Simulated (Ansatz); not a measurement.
Relaxation of BFH₂O (5 atoms, charge 0, multiplicity 1), to a largest force component of 0.02 eV/Å in at most 40 steps.

Computed with RKS revPBE/6-31G* (Ansatz).

```xyz
5
Properties=species:S:1:pos:R:3:forces:R:3
B 0.000 0.000 0.000 -1.25 0.01 -1.26
F 0.000 0.000 1.320 0.11 -0.16 1.04
H 1.030 0.000 -0.595 0.39 0.26 -0.11
O -1.221 0.000 -0.705 0.38 -1.52 0.35
H -1.731 -0.847 -0.496 0.37 1.41 0.00
```

Problem. Where does it end, and by what steps?

Solution. The forces met the threshold. After 6 steps the energy has fallen by 0.488 eV; O4 moved furthest, 0.38 Å.

```json
{"step": "0", "energy less start (eV)": "0.0000", "largest force component (eV/Å)": "1.519", "accepted": "yes"}
{"step": "1", "energy less start (eV)": "-0.1658", "largest force component (eV/Å)": "2.305", "accepted": "yes"}
{"step": "2", "energy less start (eV)": "-0.2664", "largest force component (eV/Å)": "2.857", "accepted": "yes"}
{"step": "3", "energy less start (eV)": "-0.4142", "largest force component (eV/Å)": "1.169", "accepted": "yes"}
{"step": "4", "energy less start (eV)": "-0.4757", "largest force component (eV/Å)": "0.548", "accepted": "yes"}
{"step": "5", "energy less start (eV)": "-0.4879", "largest force component (eV/Å)": "0.087", "accepted": "yes"}
{"step": "6", "energy less start (eV)": "-0.4883", "largest force component (eV/Å)": "0.019", "accepted": "yes"}
```

```xyz
5
Properties=species:S:1:pos:R:3
B 0.016 -0.065 -0.056
F -0.070 -0.135 1.291
H 1.058 0.227 -0.577
O -1.072 -0.324 -0.840
H -1.853 -0.549 -0.293
```

Time of the run: 8.8 s on 1 thread of Arm Neoverse V2 (shared host), peak memory 0.07 GiB.
